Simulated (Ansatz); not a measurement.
For fcc Pd, PBEsol in Ansatz (plane waves, PAW) gives:

| Property | Value |
|---|---|
| lattice constant a | 3.876 Å |
| bulk modulus | 204 GPa |

What does B3LYP (VWN-RPA form) (Ansatz, a quantum-chemistry and plane-wave program, PAW) give for the same quantities?


- lattice constant a: 3.988 Å (increases by 2.9 %)
- bulk modulus: 144 GPa (drops by 29 %)

For comparison: lattice constant a 3.876 Å (measured, static lattice: zero-point anharmonic expansion removed; as tabulated in Mejia-Rodriguez and Trickey (2018), arXiv:1807.09216); bulk modulus 195 GPa (measured, zero-point energy and finite temperature contributions removed, our sources range from 187 to 198; as tabulated in doi:10.1021/acs.jctc.3c00612).

Changes are worked out from the printed values.

Unless a cell is named, each level is at its own relaxed cell (PBEsol 14.55, B3LYP (VWN-RPA form) 15.86 Å³/atom).

The crystal itself was run without spin with PBEsol, B3LYP (VWN-RPA form); a magnetic state was not tried in these runs.

Ansatz's density-functional and Hartree–Fock values are scalar-relativistic unless marked +SOC, with PAW data made under PBE.
